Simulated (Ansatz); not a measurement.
# A cut through the energy surface

C₂HO (charge -1), singlet, at its PBE0-D4/def2-TZVPD minimum:

C1  (0.323, -0.591, 0.305)
C2  (-0.407, 0.270, -0.246)
O3  (-1.217, 0.995, -0.790)
H4  (1.301, -0.674, 0.731)
(Å)

The bond length C2–O3 (1.216 Å at the minimum) is set to the values below, with the rest relaxed at PBE0-D4/def2-TZVPD at each step. Each method's energies count from its own value at the PBE0-D4 minimum structure. Program: Ansatz 0.2.0. Basis: def2-TZVPPD. Cores are frozen in the correlated methods. B3LYP uses VWN-RPA correlation.

CCSD(T) energies along the scan:
```
bond length (Å)  CCSD(T) (eV)
          0.997         3.100
          1.048         1.639
          1.123         0.455
          1.211         0.005
          1.308         0.173
          1.413         0.715
          1.524         1.454
          1.641         2.261
          1.763         3.041
```
They count from the CCSD(T) energy at the PBE0-D4 minimum.

Minimum and curvature along this coordinate at CCSD(T): A fifth-order fit through the nearest points gives 1.227 Å, with a curvature of about 65 eV/Å².

Largest difference from the CCSD(T) curve over the scan: r2SCAN-D4 0.369; PBE0-D4 0.436; B3LYP-D4 0.198; wB97M-V 0.213 eV. Each curve counts from its own value at the minimum.

No T1 diagnostic of these runs exceeds 0.032. The restricted Hartree–Fock reference is unstable towards an unrestricted one at one or more of these structures.

For scale, one of the runs: CCSD(T)/def2-TZVPPD, 131 basis functions (an equivalent command: `ansatz run in.yaml --threads 2`). Hardware: 2 CPU threads, shared host. Wall time 6 s; peak host memory 0.76 GiB.
